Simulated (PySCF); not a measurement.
# AsH2⁺, triplet in cc-pVDZ: errors against full CI

Geometry: that of the AsH2⁺, singlet, kept fixed. The singlet lies 1.4 eV lower here.

```
atom   x (Å)    y (Å)    z (Å)
  As  0.0000  -0.0281   0.0000
   H  0.0000   1.0446  -1.0909
   H  0.0000   1.0446   1.0909
```

Basis cc-pVDZ; PySCF 2.14.0. Only valence electrons are correlated (noble-gas cores and the filled d shells of p-block atoms frozen), which leaves 6 electrons in 23 orbitals. R marks a restricted (for open shells ROHF) determinant. No spin–orbit coupling is included, and no scalar relativity.

Full CI is exact within this basis and frozen core; it isn't the basis-set limit.

The UHF ⟨S²⟩ is 2.005, the T1 diagnostic (ROHF- or RHF-based CCSD) is 0.0191 and the largest doubles amplitude (ROHF- or RHF-based CCSD) is 0.059.

**Question.** From what is known of these methods and the diagnostics, rank them by the size of their error in total energy against full CI in cc-pVDZ, smallest first (an estimate: the text doesn't fix the numbers).
A. RHF
B. RMP2
C. RCCSDT
D. RCCSD
E. RCCSD(T)

**Answer.** C (1 meV), E (18 meV), D (77 meV), B (679 meV), A (2805 meV).

All errors are against full CI in cc-pVDZ. Within each family the higher level lies nearer, as is usual though not guaranteed.

The full-CI state has the irrep A'' of Cs, in the program's axes.

Natural occupations of full CI about the gap: 1.958 1.937 0.998 0.990 0.035 0.028 0.009 0.008 0.008 0.006; effectively unpaired electrons, Σ n²(2−n)², 2.03.
